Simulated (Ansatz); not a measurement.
The cluster Li3⁻. Total charge -1; triplet. Geometry PBE/def2-TZVP, that of the neutral doublet; atoms count from 1.

Cartesian coordinates in Å:
```
Li 0.216 1.484 0.070
Li -1.302 -0.627 1.129
Li 1.085 -0.857 -1.199
```

The highest occupied level of the charge -1 triplet lies above zero (up to 0.32 eV). By energy differences its removal costs 0.67 eV (vertical, to the charge 0 doublet, at PBE0/def2-TZVPD); a positive level beside a positive removal energy at the same level points to self-interaction error. The structure comes from a short search, and lower isomers may exist.

Problem. Estimate the Mulliken populations from the PBE0/def2-TZVPD orbitals of Ansatz.

Solution. 
| atom | charge (e) | spin (α − β) |
| --- | --- | --- |
| Li1 | -0.39 | 0.53 |
| Li2 | -0.30 | 0.73 |
| Li3 | -0.30 | 0.73 |
Mulliken values and Mayer orders depend strongly on the basis. With diffuse functions, as here, like atoms can get unlike values, and bond orders can come out too low or too high.

Problem. Where does the spin sit?

Solution. Summed by element: Li 2.00, of 2 unpaired in all. Largest on single atoms: Li2 0.73, Li3 0.73, Li1 0.53.

Problem. And the Mayer bond orders between bonded heavy atoms (over 0.3)?

Solution. Li1–Li2 0.95 (2.81 Å); Li1–Li3 0.95 (2.80 Å). Values over 0.3 also appear between atoms too far apart for a bond (Li2–Li3 0.68 at 3.34 Å); they arise where an orbital or an unpaired electron spreads over both atoms.
